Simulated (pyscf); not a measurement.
Structures and frequencies: ωB97X-D3(BJ)/def2-SVP in PySCF.

Q: H₃C–CH₂–SiH₃ -> cyclic C₂H₆Si (SMILES C1C[SiH2]1) + H₂
Surface: singlet. Broken: C–H, H–Si. Formed: C–Si, H–H. Give ΔE‡ and ΔE from ωB97M-D3(BJ)/def2-TZVP, relative to the reactant's lowest minimum found.

A: ΔE‡ = 95.0 kcal/mol, ΔE = +46.1 kcal/mol. Zero-point energy shifts the barrier by -4.4 kcal/mol. It is a concerted two-bond exchange, with an imaginary mode of 1856i cm⁻¹. At the saddle there is also a short H–Si contact that neither side keeps. The same reactants have a lower exit, to H₂C=CH₂ + SiH₄ (barrier +82.4 kcal/mol at ωB97M-D3(BJ)/def2-TZVP, against +95.0 kcal/mol here). H₃C–CH₂–SiH₃ lies 12.8 kcal/mol over its isomer H₃C–SiH₂–CH₃ (electronic energy, ωB97M-D3(BJ)/def2-TZVP). cyclic C₂H₆Si (SMILES C1C[SiH2]1) lies 7.4 kcal/mol over its isomer H₂C=CH–SiH₃ (electronic energy, ωB97M-D3(BJ)/def2-TZVP). This is the saddle that the search found; another between the same sides may lie lower.
